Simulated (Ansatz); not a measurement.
Results of r²SCAN+rVV10 in Ansatz (plane waves, PAW) for hcp Re.

Run with plane-wave cutoff 500 eV, 30×30×16 k mesh (along the axes of the cell as run), Fermi–Dirac smearing 0.1 eV, no spin polarisation, scalar-relativistic PAW data made under PBE.

Computed at the level's own relaxed cell.

Estimate the volume per atom, equilibrium lattice constant a and c axis length that the calculation returns.


volume per atom: 14.60 Å³/atom
equilibrium lattice constant a: 2.753 Å
c axis length: 4.450 Å

Measured, for comparison: lattice constant a 2.761 Å, lattice parameter c 4.458 Å (293 K, not corrected to a static lattice; as tabulated in Wikipedia's data pages). Computed (rounded) less measured: lattice constant a -0.3 %, lattice parameter c -0.2 %.

Spin–orbit coupling is not included.

Computed values are for the static lattice.

Cost on a shared machine: around 5 core-minutes (rough).

Ansatz is an electronic-structure program.
